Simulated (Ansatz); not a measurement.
# AlH + NH3: a complex and its separated parts

Aim: how far the complex at one end of a reaction step lies below its separated, relaxed parts, level by level.

Computed with Ansatz 0.2.0, Gaussian basis. Level: PBE0-D4/def2-TZVP structures, single points in def2-TZVPP, no counterpoise correction.

Levels: SPW92, PBE-D4, BLYP-D4, r2SCAN-D4, B97M-V, PBE0-D4, B3LYP-D4, r2SCAN0-D4, BHLYP-D4, CAM-B3LYP-D4, wB97X-V, wB97M-V, B2PLYP, PBE-QIDH, RPA on PBE, Hartree-Fock, MP2, CCSD, CCSD(T).

Correlated methods freeze the cores. B3LYP uses VWN-RPA correlation. B2PLYP carries no dispersion term here.

56 further runs of the same task are left out: 56 set aside as unsound or not needed.

## Step 1: Starting geometry

The complex: 6 atoms, charge 0, spin multiplicity 1.

Atoms are counted from 1 here; the program's logs count them from 0.

Bond lengths: Al1–N2 2.223 Å, Al1–H4 1.677 Å, N2–H3 1.016 Å, N2–H5 1.016 Å, N2–H6 1.013 Å. Angles: N2–Al1–H4 82.3°, Al1–N2–H3 108.9°, Al1–N2–H5 108.9°, Al1–N2–H6 115.1°, H3–N2–H5 106.7°, H3–N2–H6 108.5°, H5–N2–H6 108.5°.

As a file:

```
Al   -1.58641    0.40889   -0.54321
N     0.38822   -0.45667   -0.00067
H     1.12131    0.11860   -0.40492
H    -0.95815    1.75386    0.23713
H     0.50282   -0.40951    1.00751
H     0.53232   -1.41517   -0.29594
```

Its parts: AlH holds atoms 1, 4; NH3 holds atoms 2, 3, 5, 6. Each part counts its atoms afresh in its own runs.

## Step 2: Relaxing AlH alone

relax-a/in.yaml reads:

```yaml
crystal:
  periodic: [false, false, false]
  atoms:
    - {symbol: Al, position_ang: [-1.586413, 0.408888, -0.543206]}
    - {symbol: H, position_ang: [-0.958148, 1.753864, 0.237126]}
basis:
  gaussian: {orbitals: def2-TZVP}
hamiltonian: {xc: pbe0, dispersion: d4}
relax: {f_tol: 0.005, max_steps: 200}
```

On the command line:

```bash
$ ansatz run in.yaml --threads 2 --pin off --events-out ev --progress --plain --max-ram 4352MiB
```

The program printed, shortened:

```text
Functional definition: PBE0
  name "PBE0"
  cite "Adamo & Barone, J. Chem. Phys. 110, 6158 (1999) doi:10.1063/1.478522"
  cite "Perdew, Burke & Ernzerhof, Phys. Rev. Lett. 77, 3865 (1996) doi:10.1103/PhysRevLett.77.3865"
  parent pbe
[...]
323 factors; their error is unknown
[...]
mean field -6608.55390566 eV, -242.8598765943 hartree, gradient 2.2e-5 eV, S^2 0.000000; 0 other end points of the search recorded, 0 dependent functions left out
[...]
reference -6608.55392670 eV, -242.8598773676 hartree; 7, 7 occupied and 36, 36 virtual orbitals, 323 factors
[...]
relax step   3: F+E_penalty+E_count = -6608.56571348 eV  Δ(F+E_penalty+E_count) = -6.218e-6 eV  max|allowed force component| = 1.218e-5 eV/Å  Δτ_max = 0.0006 Å  (17 SCF iters, accepted)
323 factors; their error is unknown
[...]
mean field -6608.55463756 eV, -242.8599034910 hartree, gradient 2.2e-5 eV, S^2 0.000000; 1 other end points of the search recorded, 0 dependent functions left out
[...]
reference -6608.55465858 eV, -242.8599042636 hartree; 7, 7 occupied and 36, 36 virtual orbitals, 323 factors
Total energy: -6608.56573450 eV, -242.8603112963 hartree
Atom 0 at    -1.584121     0.413796    -0.540359 Å, force     0.000006     0.000012     0.000007 eV/Å
Atom 1 at    -0.960440     1.748956     0.234279 Å, force    -0.000006    -0.000012    -0.000007 eV/Å
Dipole moment:    -0.006747    -0.014445    -0.008381 e Å
```

Run time: 0.7 s. Hardware: 2 threads of Arm Neoverse V2, shared host.

Step by step:

```csv
step,energy from step 1 (eV),largest force component (eV/Å)
1,0.0000,0.0928
2,-0.0007,0.0088
3,-0.0007,0.0000
```

The bond:

| bond | before (Å) | after (Å) | change (Å) |
| --- | --- | --- | --- |
| Al1–H2 | 1.677 | 1.665 | -0.012 |

## Step 3: Relaxing NH3 alone

relax-b/in.yaml reads:

```yaml
crystal:
  periodic: [false, false, false]
  atoms:
    - {symbol: N, position_ang: [0.388217, -0.456669, -0.000666]}
    - {symbol: H, position_ang: [1.121312, 0.118599, -0.404921]}
    - {symbol: H, position_ang: [0.502816, -0.409510, 1.007507]}
    - {symbol: H, position_ang: [0.532316, -1.415171, -0.295940]}
basis:
  gaussian: {orbitals: def2-TZVP}
hamiltonian: {xc: pbe0, dispersion: d4}
relax: {f_tol: 0.005, max_steps: 200}
```

On the command line:

```bash
$ ansatz run in.yaml --threads 2 --pin off --events-out ev --progress --plain --max-ram 4352MiB
```

The program printed, shortened:

```text
[... 5 set-up lines as earlier in the session ...]
[...]
287 factors; their error is unknown
[...]
mean field -1537.79628744 eV, -56.5129712078 hartree, gradient 3.9e-6 eV, S^2 0.000000; 0 other end points of the search recorded, 0 dependent functions left out
[...]
Total energy: -1537.80844343 eV, -56.5134179321 hartree
Atom 0 at     0.381303    -0.448718    -0.000720 Å, force    -0.000129    -0.000202    -0.000133 eV/Å
Atom 1 at     1.121399     0.110004    -0.407433 Å, force    -0.000446    -0.000872     0.000664 eV/Å
Atom 2 at     0.503339    -0.417726     1.004006 Å, force     0.000334    -0.000206    -0.001115 eV/Å
Atom 3 at     0.538620    -1.406311    -0.289873 Å, force     0.000240     0.001280     0.000584 eV/Å
Dipole moment:     0.318911    -0.115080     0.096621 e Å
```

Wall time 1.1 s (2 threads of Arm Neoverse V2, shared host).

Relaxation path:

| step | energy from step 1 (eV) | largest force component (eV/Å) |
| --- | --- | --- |
| 1 | 0.0000 | 0.2016 |
| 2 | -0.0025 | 0.1109 |
| 3 | -0.0030 | 0.0179 |
| 4 | -0.0030 | 0.0013 |

Close pairs (by a distance rule), those that changed most:

```csv
bond,before (Å),after (Å),change (Å)
N1–H2,1.016,1.013,-0.003
N1–H3,1.016,1.013,-0.003
N1–H4,1.013,1.013,-0.001
```

## Step 4: SPW92/def2-TZVPP

parta/in.yaml reads:

```yaml
crystal:
  periodic: [false, false, false]
  atoms:
    - {symbol: Al, position_ang: [-1.584121, 0.413796, -0.540359]}
    - {symbol: H, position_ang: [-0.960440, 1.748956, 0.234279]}
basis:
  gaussian: {orbitals: def2-TZVPP}
hamiltonian: {xc: lda}
```

partb/in.yaml reads:

```yaml
crystal:
  periodic: [false, false, false]
  atoms:
    - {symbol: N, position_ang: [0.381303, -0.448718, -0.000720]}
    - {symbol: H, position_ang: [1.121399, 0.110004, -0.407433]}
    - {symbol: H, position_ang: [0.503339, -0.417726, 1.004006]}
    - {symbol: H, position_ang: [0.538620, -1.406311, -0.289873]}
basis:
  gaussian: {orbitals: def2-TZVPP}
hamiltonian: {xc: lda}
```

The same command starts each run, in its folder.

On the command line:

```bash
$ ansatz run in.yaml --threads 2 --pin off --events-out ev --progress --plain --max-ram 4352MiB
```

Output in parta, shortened:

```text
Functional definition: SPW92
  name "SPW92"
  cite "Dirac, Proc. Camb. Phil. Soc. 26, 376 (1930) doi:10.1017/S0305004100016108"
  cite "Slater, Phys. Rev. 81, 385 (1951) doi:10.1103/PhysRev.81.385"
  cite "Perdew & Wang, Phys. Rev. B 45, 13244 (1992) doi:10.1103/PhysRevB.45.13244"
[...]
328 factors; their error is unknown
[...]
mean field -6582.67595173 eV, -241.9088793282 hartree, gradient 1.3e-5 eV, S^2 0.000000; 0 other end points of the search recorded, 0 dependent functions left out
reference -6582.67597806 eV, -241.9088802955 hartree; 7, 7 occupied and 49, 49 virtual orbitals, 328 factors
Total energy: -6582.67597806 eV, -241.9088802955 hartree
```

partb printed, shortened:

```text
[... 5 set-up lines as earlier in the session ...]
[...]
332 factors; their error is unknown
[...]
mean field -1526.58941660 eV, -56.1011263006 hartree, gradient 8.6e-5 eV, S^2 0.000000; 0 other end points of the search recorded, 0 dependent functions left out
reference -1526.58943600 eV, -56.1011270136 hartree; 5, 5 occupied and 68, 68 virtual orbitals, 332 factors
Total energy: -1526.58943600 eV, -56.1011270136 hartree
```

Times: 0.15 s (parta), 0.15 s (partb) on 2 threads of Arm Neoverse V2, shared host.

## Step 5: PBE-D4/def2-TZVPP

Each input of step 4 (parta, partb) changes in the same lines:

```diff
-hamiltonian: {xc: lda}
+hamiltonian: {xc: pbe, dispersion: d4}
```

One command serves all of them, each in its own folder.

On the command line:

```bash
$ ansatz run in.yaml --threads 2 --pin off --events-out ev --progress --plain --max-ram 4352MiB
```

Log of parta, shortened:

```text
Functional definition: PBE
  name "PBE"
[... 2 set-up lines as earlier in the session ...]
[...]
328 factors; their error is unknown
[...]
mean field -6607.95379130 eV, -242.8378227982 hartree, gradient 1.7e-5 eV, S^2 0.000000; 0 other end points of the search recorded, 0 dependent functions left out
reference -6607.95381924 eV, -242.8378238252 hartree; 7, 7 occupied and 49, 49 virtual orbitals, 328 factors
Total energy: -6607.96734676 eV, -242.8383209522 hartree
```

Output in partb, shortened:

```text
[... 4 set-up lines as earlier in the session ...]
[...]
332 factors; their error is unknown
[...]
mean field -1537.73153479 eV, -56.5105915916 hartree, gradient 5.9e-5 eV, S^2 0.000000; 0 other end points of the search recorded, 0 dependent functions left out
reference -1537.73155514 eV, -56.5105923394 hartree; 5, 5 occupied and 68, 68 virtual orbitals, 332 factors
Total energy: -1537.74293304 eV, -56.5110104697 hartree
```

Wall times: 0.2 s (parta), 0.25 s (partb) on 2 threads of Arm Neoverse V2, shared host.

## Step 6: BLYP-D4/def2-TZVPP

The same edit goes into each in.yaml of step 5 (parta, partb):

```diff
-hamiltonian: {xc: pbe, dispersion: d4}
+hamiltonian: {xc: {name: BLYP}, dispersion: d4}
```

Each run has its own folder and the same command.

On the command line:

```bash
$ ansatz run in.yaml --threads 2 --pin off --events-out ev --progress --plain --max-ram 4352MiB
```

Log of parta, shortened:

```text
Functional definition: BLYP
  name "BLYP"
  cite "Becke, Phys. Rev. A 38, 3098 (1988) doi:10.1103/PhysRevA.38.3098"
  cite "Lee, Yang & Parr, Phys. Rev. B 37, 785 (1988) doi:10.1103/PhysRevB.37.785"
[...]
328 factors; their error is unknown
[...]
mean field -6612.02352880 eV, -242.9873828927 hartree, gradient 2.3e-5 eV, S^2 0.000000; 0 other end points of the search recorded, 0 dependent functions left out
reference -6612.02375971 eV, -242.9873913785 hartree; 7, 7 occupied and 49, 49 virtual orbitals, 328 factors
Total energy: -6612.05510272 eV, -242.9885432129 hartree
```

partb printed, shortened:

```text
[... 4 set-up lines as earlier in the session ...]
[...]
332 factors; their error is unknown
[...]
mean field -1539.10793028 eV, -56.5611731931 hartree, gradient 5.7e-5 eV, S^2 0.000000; 0 other end points of the search recorded, 0 dependent functions left out
reference -1539.10811587 eV, -56.5611800131 hartree; 5, 5 occupied and 68, 68 virtual orbitals, 332 factors
Total energy: -1539.13556509 eV, -56.5621887537 hartree
```

Wall times: 0.2 s (parta), 0.25 s (partb) on 2 threads of Arm Neoverse V2, shared host.

## Step 7: r2SCAN-D4/def2-TZVPP

Each input of step 6 (parta, partb) changes in the same lines:

```diff
-hamiltonian: {xc: {name: BLYP}, dispersion: d4}
+hamiltonian: {xc: r2scan, dispersion: d4}
```

Each run has its own folder and the same command.

On the command line:

```bash
$ ansatz run in.yaml --threads 2 --pin off --events-out ev --progress --plain --max-ram 4352MiB
```

Output in parta, shortened:

```text
Functional definition: r2SCAN
  name "r2SCAN"
  cite "Furness, Kaplan, Ning, Perdew & Sun, J. Phys. Chem. Lett. 11, 8208 (2020) doi:10.1021/acs.jpclett.0c02405"
  cite "Furness, Kaplan, Ning, Perdew & Sun, J. Phys. Chem. Lett. 11, 9248 (2020) doi:10.1021/acs.jpclett.0c03077"
  parent r2scan
[...]
328 factors; their error is unknown
[...]
mean field -6610.78005848 eV, -242.9416862015 hartree, gradient 1.2e-5 eV, S^2 0.000000; 0 other end points of the search recorded, 0 dependent functions left out
reference -6610.78006704 eV, -242.9416865160 hartree; 7, 7 occupied and 49, 49 virtual orbitals, 328 factors
Total energy: -6610.78286337 eV, -242.9417892793 hartree
```

partb printed, shortened:

```text
[... 5 set-up lines as earlier in the session ...]
[...]
332 factors; their error is unknown
[...]
mean field -1538.76468776 eV, -56.5485592630 hartree, gradient 3.1e-5 eV, S^2 0.000000; 0 other end points of the search recorded, 0 dependent functions left out
reference -1538.76469422 eV, -56.5485595002 hartree; 5, 5 occupied and 68, 68 virtual orbitals, 332 factors
Total energy: -1538.76740716 eV, -56.5486591991 hartree
```

Wall times: 0.5 s (parta), 0.6 s (partb) on 2 threads of Arm Neoverse V2, shared host.

## Step 8: B97M-V/def2-TZVPP

The same edit goes into each in.yaml of step 7 (parta, partb):

```diff
-hamiltonian: {xc: r2scan, dispersion: d4}
+hamiltonian: {xc: {name: B97M-V}}
```

The same command starts each run, in its folder.

On the command line:

```bash
$ ansatz run in.yaml --threads 2 --pin off --events-out ev --progress --plain --max-ram 4352MiB
```

parta printed, shortened:

```text
Functional definition: B97M-V
  name "B97M-V"
  cite "Mardirossian & Head-Gordon, J. Chem. Phys. 142, 074111 (2015) doi:10.1063/1.4907719"
  cite "Becke, J. Chem. Phys. 107, 8554 (1997) doi:10.1063/1.475007"
  cite "Vydrov & Van Voorhis, J. Chem. Phys. 133, 244103 (2010) doi:10.1063/1.3521275"
  # Of w^i u^j: cxij and so on, Table III.
[...]
  gx(w, u) = cx00 + cx01*u + cx02*u^2 + (cx10 + cx11*u)*w
[...]
  gos(w, u) = cos00 + cos01*u + cos03*u^3 + cos10*w + cos32*w^3*u^2
[...]
      + integral(e_c_pw_mod_opposite_spin*gos(b97_w_opposite, b97_u_opposite)) + vv10(b, c)
328 factors; their error is unknown
[...]
mean field -6610.28419970 eV, -242.9234637272 hartree, gradient 5.2e-5 eV, S^2 0.000000; 0 other end points of the search recorded, 0 dependent functions left out
reference -6610.28424085 eV, -242.9234652397 hartree; 7, 7 occupied and 49, 49 virtual orbitals, 328 factors
Total energy: -6610.28424085 eV, -242.9234652397 hartree
```

Output in partb, shortened:

```text
[... 5 set-up lines as earlier in the session ...]
  # Of w^i u^j: cxij and so on, Table III.
[...]
  gx(w, u) = cx00 + cx01*u + cx02*u^2 + (cx10 + cx11*u)*w
[...]
  gos(w, u) = cos00 + cos01*u + cos03*u^3 + cos10*w + cos32*w^3*u^2
[...]
      + integral(e_c_pw_mod_opposite_spin*gos(b97_w_opposite, b97_u_opposite)) + vv10(b, c)
332 factors; their error is unknown
[...]
mean field -1539.38739212 eV, -56.5714432261 hartree, gradient 4.5e-5 eV, S^2 0.000000; 0 other end points of the search recorded, 0 dependent functions left out
reference -1539.38742494 eV, -56.5714444324 hartree; 5, 5 occupied and 68, 68 virtual orbitals, 332 factors
Total energy: -1539.38742494 eV, -56.5714444324 hartree
```

Wall times: 0.65 s (parta), 0.85 s (partb) on 2 threads of Arm Neoverse V2, shared host.

## Step 9: PBE0-D4/def2-TZVPP

Each input of step 8 (parta, partb) changes in the same lines:

```diff
-hamiltonian: {xc: {name: B97M-V}}
+hamiltonian: {xc: pbe0, dispersion: d4}
+output: {orbitals: {seedname: orbitals}}
```

One command serves all of them, each in its own folder.

On the command line:

```bash
$ ansatz run in.yaml --threads 2 --pin off --events-out ev --progress --plain --max-ram 4352MiB
```

Log of parta, shortened:

```text
[... 5 set-up lines as earlier in the session ...]
[...]
359 factors; their error is unknown
[...]
mean field -6608.55861325 eV, -242.8600495951 hartree, gradient 5.4e-6 eV, S^2 0.000000; 0 other end points of the search recorded, 0 dependent functions left out
reference -6608.55863425 eV, -242.8600503668 hartree; 7, 7 occupied and 49, 49 virtual orbitals, 359 factors
Total energy: -6608.56971017 eV, -242.8604573995 hartree
```

partb printed, shortened:

```text
[... 5 set-up lines as earlier in the session ...]
[...]
332 factors; their error is unknown
[...]
mean field -1537.87183306 eV, -56.5157474580 hartree, gradient 1.1e-5 eV, S^2 0.000000; 0 other end points of the search recorded, 0 dependent functions left out
reference -1537.87184898 eV, -56.5157480429 hartree; 5, 5 occupied and 68, 68 virtual orbitals, 332 factors
Total energy: -1537.88096471 eV, -56.5160830400 hartree
```

They took 0.25 s (parta), 0.25 s (partb) on 2 threads of Arm Neoverse V2, shared host.

## Step 10: B3LYP-D4/def2-TZVPP

Each input of step 9 (parta, partb) changes in the same lines:

```diff
-hamiltonian: {xc: pbe0, dispersion: d4}
-output: {orbitals: {seedname: orbitals}}
+hamiltonian: {xc: {name: B3LYP}, dispersion: d4}
```

The same command starts each run, in its folder.

On the command line:

```bash
$ ansatz run in.yaml --threads 2 --pin off --events-out ev --progress --plain --max-ram 4352MiB
```

Log of parta, shortened:

```text
Functional definition: B3LYP
  name "B3LYP"
  cite "Stephens, Devlin, Chabalowski & Frisch, J. Phys. Chem. 98, 11623 (1994) doi:10.1021/j100096a001"
[... 2 set-up lines as earlier in the session ...]
  cite "Vosko, Wilk & Nusair, Can. J. Phys. 58, 1200 (1980) doi:10.1139/p80-159"
[...]
352 factors; their error is unknown
[...]
mean field -6612.53388140 eV, -243.0061380050 hartree, gradient 1.1e-5 eV, S^2 0.000000; 0 other end points of the search recorded, 0 dependent functions left out
reference -6612.53405443 eV, -243.0061443637 hartree; 7, 7 occupied and 49, 49 virtual orbitals, 352 factors
Total energy: -6612.55646812 eV, -243.0069680517 hartree
```

Output in partb, shortened:

```text
[... 6 set-up lines as earlier in the session ...]
[...]
332 factors; their error is unknown
[...]
mean field -1539.85469762 eV, -56.5886163865 hartree, gradient 1.4e-5 eV, S^2 0.000000; 0 other end points of the search recorded, 0 dependent functions left out
reference -1539.85483724 eV, -56.5886215175 hartree; 5, 5 occupied and 68, 68 virtual orbitals, 332 factors
Total energy: -1539.87289801 eV, -56.5892852386 hartree
```

They took 0.2 s (parta), 0.25 s (partb) on 2 threads of Arm Neoverse V2, shared host.

## Step 11: r2SCAN0-D4/def2-TZVPP

Each input of step 10 (parta, partb) changes in the same lines:

```diff
-hamiltonian: {xc: {name: B3LYP}, dispersion: d4}
+hamiltonian: {xc: {name: r2SCAN0}, dispersion: d4}
```

The same command starts each run, in its folder.

On the command line:

```bash
$ ansatz run in.yaml --threads 2 --pin off --events-out ev --progress --plain --max-ram 4352MiB
```

Log of parta, shortened:

```text
Functional definition: r2SCAN0
  name "r2SCAN0"
  cite "Bursch, Neugebauer, Ehlert & Grimme, J. Chem. Phys. 156, 134105 (2022) doi:10.1063/5.0086040"
[... 3 set-up lines as earlier in the session ...]
[...]
359 factors; their error is unknown
[...]
mean field -6610.68528805 eV, -242.9382034524 hartree, gradient 6.8e-6 eV, S^2 0.000000; 0 other end points of the search recorded, 0 dependent functions left out
reference -6610.68529486 eV, -242.9382037026 hartree; 7, 7 occupied and 49, 49 virtual orbitals, 359 factors
Total energy: -6610.68866316 eV, -242.9383274853 hartree
```

partb printed, shortened:

```text
[... 6 set-up lines as earlier in the session ...]
[...]
332 factors; their error is unknown
[...]
mean field -1538.56922433 eV, -56.5413761143 hartree, gradient 3.7e-5 eV, S^2 0.000000; 0 other end points of the search recorded, 0 dependent functions left out
reference -1538.56922941 eV, -56.5413763012 hartree; 5, 5 occupied and 68, 68 virtual orbitals, 332 factors
Total energy: -1538.57223072 eV, -56.5414865973 hartree
```

Wall times: 0.55 s (parta), 0.55 s (partb) on 2 threads of Arm Neoverse V2, shared host.

## Step 12: BHLYP-D4/def2-TZVPP

Each input of step 11 (parta, partb) changes in the same lines:

```diff
-hamiltonian: {xc: {name: r2SCAN0}, dispersion: d4}
+hamiltonian: {xc: {name: BHLYP}, dispersion: d4}
```

Each run has its own folder and the same command.

On the command line:

```bash
$ ansatz run in.yaml --threads 2 --pin off --events-out ev --progress --plain --max-ram 4352MiB
```

Output in parta, shortened:

```text
Functional definition: BHLYP
  name "BHLYP"
  cite "Becke, J. Chem. Phys. 98, 1372 (1993) doi:10.1063/1.464304"
[... 2 set-up lines as earlier in the session ...]
[...]
364 factors; their error is unknown
[...]
mean field -6611.88641256 eV, -242.9823439640 hartree, gradient 2.8e-5 eV, S^2 0.000000; 0 other end points of the search recorded, 0 dependent functions left out
reference -6611.88652968 eV, -242.9823482682 hartree; 7, 7 occupied and 49, 49 virtual orbitals, 364 factors
Total energy: -6611.90360770 eV, -242.9829758738 hartree
```

Log of partb, shortened:

```text
[... 5 set-up lines as earlier in the session ...]
[...]
346 factors; their error is unknown
[...]
mean field -1538.73560884 eV, -56.5474906324 hartree, gradient 7.6e-5 eV, S^2 0.000000; 0 other end points of the search recorded, 0 dependent functions left out
reference -1538.73570549 eV, -56.5474941843 hartree; 5, 5 occupied and 68, 68 virtual orbitals, 346 factors
Total energy: -1538.74640561 eV, -56.5478874065 hartree
```

Times: 0.2 s (parta), 0.25 s (partb) on 2 threads of Arm Neoverse V2, shared host.

## Step 13: CAM-B3LYP-D4/def2-TZVPP

The same edit goes into each in.yaml of step 12 (parta, partb):

```diff
-hamiltonian: {xc: {name: BHLYP}, dispersion: d4}
+hamiltonian: {xc: {name: CAM-B3LYP}, dispersion: d4}
```

Each run has its own folder and the same command.

On the command line:

```bash
$ ansatz run in.yaml --threads 2 --pin off --events-out ev --progress --plain --max-ram 4352MiB
```

parta printed, shortened:

```text
Functional definition: CAM-B3LYP
  name "CAM-B3LYP"
  cite "Yanai, Tew & Handy, Chem. Phys. Lett. 393, 51 (2004) doi:10.1016/j.cplett.2004.06.011"
  cite "Iikura, Tsuneda, Yanai & Hirao, J. Chem. Phys. 115, 3540 (2001) doi:10.1063/1.1383587"
[... 2 set-up lines as earlier in the session ...]
[...]
  # Exact exchange under (alpha + beta erf(omega r))/r, Becke's under what is left of 1/r.
[...]
347 factors; their error is unknown
93 factors; integrals over basis functions are off by at most 1.1e-4 eV
[...]
mean field -6611.90269028 eV, -242.9829421591 hartree, gradient 6.6e-5 eV, S^2 0.000000; 0 other end points of the search recorded, 0 dependent functions left out
reference -6611.90277462 eV, -242.9829452585 hartree; 7, 7 occupied and 49, 49 virtual orbitals, 347 factors
Total energy: -6611.91392307 eV, -242.9833549564 hartree
```

Output in partb, shortened:

```text
[... 6 set-up lines as earlier in the session ...]
[...]
  # Exact exchange under (alpha + beta erf(omega r))/r, Becke's under what is left of 1/r.
[...]
332 factors; their error is unknown
102 factors; integrals over basis functions are off by at most 1.4e-5 eV
[...]
mean field -1539.00932682 eV, -56.5575495826 hartree, gradient 6.3e-5 eV, S^2 0.000000; 0 other end points of the search recorded, 0 dependent functions left out
reference -1539.00939491 eV, -56.5575520849 hartree; 5, 5 occupied and 68, 68 virtual orbitals, 332 factors
Total energy: -1539.01811974 eV, -56.5578727164 hartree
```

Times: 0.25 s (parta), 0.3 s (partb) on 2 threads of Arm Neoverse V2, shared host.

(Part 1 of 2 ends here.)
